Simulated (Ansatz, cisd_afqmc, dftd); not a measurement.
Reaction: C2H5N (N-methylmethanimine, SMILES C=NC) → CH3 (SMILES [CH3], doublet) + CH2N (SMILES C=[N], doublet) (the C-N bond breaks)
Each species at its own B3LYP-D3(BJ)/def2-TZVP minimum (Ansatz, a quantum-chemistry and plane-wave program).

Quantity: bond dissociation energy (electronic), in kcal/mol. UHF or UKS for unpaired electrons; spin-orbit terms are left out. Correlated methods leave the cores frozen. Rows without X2C or -DK are non-relativistic. AFQMC is phaseless with a CISD trial state; ± is one standard error, without the phaseless bias. Outlying blocks are dropped, and bars are widened where a walk drifts. Over all cases where full CI ran beside it in this data, AFQMC minus full CI had a median of +0.1 mEh and passed +0.4 mEh in a tenth of the cases. CBS(X,Y): correlation extrapolated as X^-3, Hartree-Fock from the larger set (Q,5: extrapolated as (X+1)exp(-9√X)). A bracket is a step between two methods taken in the basis named. Functionals run without relativity, which enters their misses. '+ core + X2C': CCSD(T) terms for core correlation (cc-pwCVTZ) and scalar relativity (cc-pVTZ-DK). The UHF reference of CH2N (C=[N], doublet) is spin-contaminated (<S^2> up to 0.18 over the pure value in the sets run).

```csv
level,program,bond dissociation energy (kcal/mol),difference against the last row
HF/cc-pVQZ,Ansatz,42.6,-36.8
"HF/CBS(cc-pVQZ,cc-pV5Z)",Ansatz,42.7,-36.7
r2SCAN-D3(BJ)/def2-TZVPD,Ansatz + dftd3,71.9,-7.5
B3LYP/def2-TZVPD,Ansatz,73.2,-6.2
MP2/cc-pVDZ,Ansatz,86.9,7.5
MP2/cc-pV5Z,Ansatz,93.0,13.6
CCSD/cc-pVTZ,Ansatz,74.1,-5.3
CCSDT(Q)/cc-pVDZ,Ansatz,74.2,-5.2
AFQMC/CISD/cc-pVTZ,cisd_afqmc,76.5 ± 0.5,-2.9
"CCSD(T)/CBS(cc-pVQZ,cc-pV5Z) + [AFQMC/CISD - CCSD(T)]/cc-pVTZ + core + X2C",Ansatz + cisd_afqmc,79.0 ± 0.5,-0.4
"CCSD(T)/CBS(cc-pVQZ,cc-pV5Z) + [CCSDT(Q) - CCSD(T)]/cc-pVDZ + core + X2C",Ansatz,79.4,0.0
```
